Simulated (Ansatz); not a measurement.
# C3H7FO: up Jacob's ladder to CCSD(T)

An exercise on one series of results from a longer session: the logs are not shown, and one member is left open.

Program: Ansatz 0.2.0, Gaussian basis. Level of theory: functionals in def2-TZVPP, the program's frozen cores in correlated methods. These are calculated values, not measurements.

Levels to be run: LDA (SPW92), PBE-D4, revPBE-D4, BLYP-D4, r2SCAN-D4, B97M-V, PBE0-D4, B3LYP-D4, r2SCANh-D4, r2SCAN0-D4, HSE06-D4, BHLYP-D4, CAM-B3LYP-D4, LC-ωPBE, ωB97X-V, ωB97M-V, B2PLYP, PBE-QIDH; CCSD(T)/def2-SVP; CCSD(T)/def2-TZVPP; MP2/def2-QZVPP; extrapolation to the limit; RPA on PBE.

## The relaxed structure

All runs share one geometry, relaxed beforehand with PBE0-D4 in a triple-zeta def2 set.

SMILES `CC(C)(O)F`, 12 atoms, charge 0, spin multiplicity 1.

Atoms are counted from 1 here; the program's logs count them from 0.

Bond lengths: C1–C2 1.513 Å, C1–H6 1.090 Å, C1–H7 1.093 Å, C1–H8 1.091 Å, C2–C3 1.507 Å, C2–O4 1.382 Å, C2–F5 1.401 Å, C3–H9 1.090 Å, C3–H10 1.090 Å, C3–H11 1.090 Å, O4–H12 0.962 Å. Angles: C2–C1–H6 110.6°, C2–C1–H7 109.9°, C2–C1–H8 110.1°, H6–C1–H7 108.2°, H6–C1–H8 109.1°, H7–C1–H8 109.0°, C1–C2–C3 114.3°, C1–C2–O4 112.4°, C1–C2–F5 106.4°, C3–C2–O4 107.7°, C3–C2–F5 107.6°, O4–C2–F5 108.1°, C2–C3–H9 110.1°, C2–C3–H10 109.2°, C2–C3–H11 110.1°, H9–C3–H10 109.2°, H9–C3–H11 109.3°, H10–C3–H11 108.9° and more.

The first run:

File in.yaml:

```yaml
crystal:
  periodic: [false, false, false]
  atoms:
    - {symbol: C, position_ang: [-1.200907, 0.364242, -0.222499]}
    - {symbol: C, position_ang: [0.295589, 0.145414, -0.246605]}
    - {symbol: C, position_ang: [0.855801, -0.456895, 1.016212]}
    - {symbol: O, position_ang: [0.695829, -0.648110, -1.305519]}
    - {symbol: F, position_ang: [0.877236, 1.409424, -0.405985]}
    - {symbol: H, position_ang: [-1.479090, 1.019333, 0.603541]}
    - {symbol: H, position_ang: [-1.522953, 0.835824, -1.154579]}
    - {symbol: H, position_ang: [-1.717212, -0.590059, -0.110966]}
    - {symbol: H, position_ang: [0.634831, 0.186585, 1.867628]}
    - {symbol: H, position_ang: [1.936229, -0.560179, 0.914688]}
    - {symbol: H, position_ang: [0.420482, -1.441937, 1.187152]}
    - {symbol: H, position_ang: [0.281266, -0.318842, -2.109269]}
basis:
  gaussian: {orbitals: def2-TZVPP}
hamiltonian: {xc: lda}
output: {orbitals: {seedname: orbitals}}
```

Among the steps run: LDA; PBE-D4 (GGA); revPBE-D4 (GGA); BLYP-D4 (GGA); r2SCAN-D4 (meta-GGA); B97M-V (meta-GGA); PBE0-D4 (hybrid); B3LYP-D4 (hybrid); r2SCANh-D4 (hybrid); r2SCAN0-D4 (hybrid); HSE06-D4 (hybrid); BHLYP-D4 (hybrid); CAM-B3LYP-D4 (range-separated); LC-ωPBE-D4 (range-separated; the results give it without D4); ωB97X-V (range-separated); ωB97M-V (range-separated); B2PLYP (double hybrid); PBE-QIDH (double hybrid).

One of the session's tables, all rows but one given; the rest of the session is left out.

It belongs to the step «Frontier levels by functional». 

| functional | HOMO (eV) | LUMO (eV) | gap (eV) |
| --- | --- | --- | --- |
| LDA (SPW92) | -7.25 | -0.08 | 7.17 |
| PBE-D4 | -7.06 | 0.08 | 7.14 |
| revPBE-D4 | ? | ? | ? |
| BLYP-D4 | -6.99 | 0.03 | 7.03 |
| r2SCAN-D4 | -7.44 | 0.85 | 8.30 |
| B97M-V | -7.61 | 0.27 | 7.88 |
| PBE0-D4 | -8.79 | 0.91 | 9.71 |
| B3LYP-D4 | -8.55 | 0.54 | 9.09 |
| r2SCANh-D4 | -8.09 | 1.10 | 9.19 |
| r2SCAN0-D4 | -9.06 | 1.43 | 10.49 |
| HSE06-D4 | -8.38 | 0.55 | 8.93 |
| BHLYP-D4 | -10.46 | 1.49 | 11.95 |
| CAM-B3LYP-D4 | -10.32 | 1.64 | 11.96 |
| LC-ωPBE | -11.64 | 2.99 | 14.63 |
| ωB97X-V | -11.32 | 2.77 | 14.09 |
| ωB97M-V | -11.25 | 2.32 | 13.57 |

Estimate the missing values for revPBE-D4.

As computed: HOMO (eV): -6.99; LUMO (eV): 0.16; gap (eV): 7.15.
